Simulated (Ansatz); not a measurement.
Rutile SnO2

Computed with HSE06 (Ansatz, a program for electronic structure, PAW).

Run with plane-wave cutoff 460 eV, 6×6×8 k mesh (along the axes of the cell as run), Fermi–Dirac smearing 0.01 eV, scalar-relativistic PAW data made under PBE.

Cell (measured lattice):

```xyz
6
Lattice="4.7374 0.0000 0.0000 0.0000 4.7374 0.0000 0.0000 0.0000 3.1864" Properties=species:S:1:pos:R:3 pbc="T T T"
Sn     0.0000     0.0000     0.0000
Sn     2.3687     2.3687     1.5932
O      1.4485     1.4485     0.0000
O      3.8172     0.9201     1.5932
O      0.9201     3.8172     1.5932
O      3.2888     3.2888     0.0000
```

- band gap: 3.01 eV (on the SCF k mesh)

Measured, for comparison: band gap 3.81 eV (zero-point renormalisation of 215 meV (computed, non-adiabatic AHC, without the lattice-expansion part) added back here to the 1.8 K gap of; inputs from Miglio et al. (2020), arXiv:2011.12765).

Note: cell and atoms aren't relaxed at this level (largest force component 0.02 eV/Å, pressure 1.6 GPa).

Spin–orbit coupling is not included.

The result took very roughly 4 core-minutes.
